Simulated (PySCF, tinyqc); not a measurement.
Inside a calculation. Method: RHF in the sto-3g basis, for HF, spin multiplicity 1. The lowest restricted solution is unstable here: a spin-polarised one lies 0.0439 hartree lower (PySCF). One step of it, computed by the program tinyqc.

Task: Iteration 1: building the Fock matrix. J_ij = sum D_kl (ij|kl), K_ij = sum D_kl (ik|jl); F = H + J - 0.5 K; E = tr D H + tr D J / 2 - 0.25 tr D K + E_nn.

D at the start, order 1F 1s, 1F 2s, 1F 2px, 1F 2py, 1F 2pz, 2H 1s:
```
[[2.157778, -0.509740, 0.000000, 0.000000, 0.006776, -0.014298],
 [-0.509740, 2.142318, 0.000000, 0.000000, -0.035664, 0.059027],
 [0.000000, 0.000000, 1.636939, 0.000000, 0.000000, 0.000000],
 [0.000000, 0.000000, 0.000000, 1.636939, 0.000000, 0.000000],
 [0.006776, -0.035664, 0.000000, 0.000000, 1.582330, 0.168438],
 [-0.014298, 0.059027, 0.000000, 0.000000, 0.168438, 1.009946]]
```

core Hamiltonian H = T + V (hartree), order 1F 1s, 1F 2s, 1F 2px, 1F 2py, 1F 2pz, 2H 1s:
```
[[-40.389450, -9.476401, 0.000000, 0.000000, -0.006005, -0.569997],
 [-9.476401, -10.867625, 0.000000, 0.000000, -0.075088, -1.459993],
 [0.000000, 0.000000, -8.554042, 0.000000, 0.000000, 0.000000],
 [0.000000, 0.000000, 0.000000, -8.554042, 0.000000, 0.000000],
 [-0.006005, -0.075088, 0.000000, 0.000000, -8.587498, -1.092656],
 [-0.569997, -1.459993, 0.000000, 0.000000, -1.092656, -3.730307]]
```

Two-electron integrals (ij|kl) in chemists' order, unique and non-zero (hartree):
```
(11|11) 5.403501   (21|11) 0.841920   (21|21) 0.156299   (22|11) 1.268028
(22|21) 0.292344   (22|22) 0.926167   (31|31) 0.027998   (32|31) 0.043169
(32|32) 0.204588   (33|11) 1.264502   (33|21) 0.292403   (33|22) 0.925959
(33|33) 0.997514   (41|41) 0.027998   (42|41) 0.043169   (42|42) 0.204588
(43|43) 0.053770   (44|11) 1.264502   (44|21) 0.292403   (44|22) 0.925959
(44|33) 0.889973   (44|44) 0.997514   (51|51) 0.027998   (52|51) 0.043169
(52|52) 0.204588   (53|53) 0.053770   (54|54) 0.053770   (55|11) 1.264502
(55|21) 0.292403   (55|22) 0.925959   (55|33) 0.889973   (55|44) 0.889973
(55|55) 0.997514   (61|11) 0.050791   (61|21) 0.009357   (61|22) 0.017416
(61|33) 0.017393   (61|44) 0.017393   (61|51) 0.000350   (61|52) 0.000665
(61|55) 0.017463   (61|61) 0.000565   (62|11) 0.148756   (62|21) 0.034843
(62|22) 0.125832   (62|33) 0.123983   (62|44) 0.123983   (62|51) 0.002305
(62|52) 0.019353   (62|55) 0.129402   (62|61) 0.002116   (62|62) 0.022472
(63|31) 0.003398   (63|32) 0.021127   (63|53) 0.003913   (63|63) 0.003133
(64|41) 0.003398   (64|42) 0.021127   (64|54) 0.003913   (64|64) 0.003133
(65|11) 0.110141   (65|21) 0.026105   (65|22) 0.101161   (65|33) 0.097150
(65|44) 0.097150   (65|51) 0.004848   (65|52) 0.035296   (65|55) 0.109069
(65|61) 0.001637   (65|62) 0.022311   (65|65) 0.025182   (66|11) 0.362579
(66|21) 0.086255   (66|22) 0.360103   (66|33) 0.350859   (66|44) 0.350859
(66|51) 0.005773   (66|52) 0.069757   (66|55) 0.378400   (66|61) 0.005243
(66|62) 0.089404   (66|65) 0.104666   (66|66) 0.774606
```

nuclear repulsion = 3.28002403 hartree

Give: Coulomb J; exchange K; Fock matrix F; total energy of this density.

Result:

Coulomb J (hartree), order 1F 1s, 1F 2s, 1F 2px, 1F 2py, 1F 2pz, 2H 1s:
```
[[20.0778, 3.8033, 0.0000, 0.0000, 0.0050, 0.2280],
 [3.8033, 9.3310, 0.0000, 0.0000, 0.0706, 1.2647],
 [0.0000, 0.0000, 9.3133, 0.0000, 0.0000, 0.0000],
 [0.0000, 0.0000, 0.0000, 9.3133, 0.0000, 0.0000],
 [0.0050, 0.0706, 0.0000, 0.0000, 9.3399, 1.0327],
 [0.2280, 1.2647, 0.0000, 0.0000, 1.0327, 4.0364]]
```

exchange K (hartree), order 1F 1s, 1F 2s, 1F 2px, 1F 2py, 1F 2pz, 2H 1s:
```
[[11.2724, 1.9300, 0.0000, 0.0000, 0.0022, 0.1287],
 [1.9300, 3.0600, 0.0000, 0.0000, 0.0189, 0.5111],
 [0.0000, 0.0000, 2.2675, 0.0000, 0.0000, 0.0000],
 [0.0000, 0.0000, 0.0000, 2.2675, 0.0000, 0.0000],
 [0.0022, 0.0189, 0.0000, 0.0000, 2.2753, 0.3994],
 [0.1287, 0.5111, 0.0000, 0.0000, 0.3994, 0.9237]]
```

Fock matrix F (hartree), order 1F 1s, 1F 2s, 1F 2px, 1F 2py, 1F 2pz, 2H 1s:
```
[[-25.9478, -6.6381, 0.0000, 0.0000, -0.0021, -0.4064],
 [-6.6381, -3.0666, 0.0000, 0.0000, -0.0140, -0.4508],
 [0.0000, 0.0000, -0.3746, 0.0000, 0.0000, 0.0000],
 [0.0000, 0.0000, 0.0000, -0.3746, 0.0000, 0.0000],
 [-0.0021, -0.0140, 0.0000, 0.0000, -0.3853, -0.2596],
 [-0.4064, -0.4508, 0.0000, 0.0000, -0.2596, -0.1558]]
```

total energy of this density = -99.002469 hartree

This density is the starting one; it is not idempotent, so its energy is not variational and may lie below the converged one.
